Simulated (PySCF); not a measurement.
Delta-SCF ions had no search for a lower state. Excitations are Tamm–Dancoff values on a coarser integration grid. The basis has no diffuse functions, so Rydberg states are missing or too high.

# CH5N, SMILES `CN` (charge 0, multiplicity 1)

Method: PBE0-D4/def2-TZVP (PySCF 2.14.0).

```yaml
HOMO: -6.78 eV
dipole_moment: 1.35 D
LUMO: 1.18 eV
HOMO–LUMO gap: 7.97 eV
S1 excitation (TDA): 6.37 eV
S1 oscillator strength: 0.006
brightest of the four lowest singlets (TDA): 9.08 eV
T1 excitation (TDA): 5.99 eV
S1–T1 gap (TDA): 0.37 eV
vertical ionisation energy (Delta-SCF): 9.51 eV
adiabatic ionisation energy (no zero-point term): 8.83 eV
hole reorganisation energy (four-point): 95.6 kJ/mol
total_energy: -95.7790 Ha
cost: around 28 core-seconds (rough)
```

Bonded distances (Å): C1–N2 1.453, C1–H3 1.100, C1–H4 1.092, C1–H5 1.092, N2–H6 1.012, N2–H7 1.012. Bond angles (°): N2–C1–H3 115.4, N2–C1–H4 109.3, N2–C1–H5 109.3, H3–C1–H4 107.7, H3–C1–H5 107.7, H4–C1–H5 106.9, C1–N2–H6 110.6, C1–N2–H7 110.6, H6–N2–H7 106.7.
Charge 0, spin multiplicity 1.
